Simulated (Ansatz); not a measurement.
Basis-set extrapolation for `[SiH3]BS` (PBE0-D4/def2-TZVP geometry, frozen core, Ansatz). Multiplicity 1, RHF reference.

```csv
,def2-TZVPP,def2-QZVPP
HF,-714.097199,-714.118460
MP2 correlation,-0.409350,-0.440464
CCSD(T) correlation,-0.481821,not run
```

Energies in hartree. Use E(X) = E(∞) + A·exp(−7.88·√X) for Hartree–Fock and E(X) = E(∞) + B·X^(−2.97) for correlation, with X = 3 and 4, and add CCSD(T) minus MP2 of the smaller set to the MP2 limit.

Question: What is the CCSD(T) energy at the basis-set limit?

Answer: HF limit: -714.118460 + (-0.021261) × 0.13774 = -714.12139. MP2 limit: -0.440464 + (-0.031114) × 0.74074 = -0.46351. Higher-order term: -0.481821 − (-0.409350) = -0.07247. Total: -714.65737 hartree, 205.7 kJ/mol below CCSD(T)/def2-TZVPP.
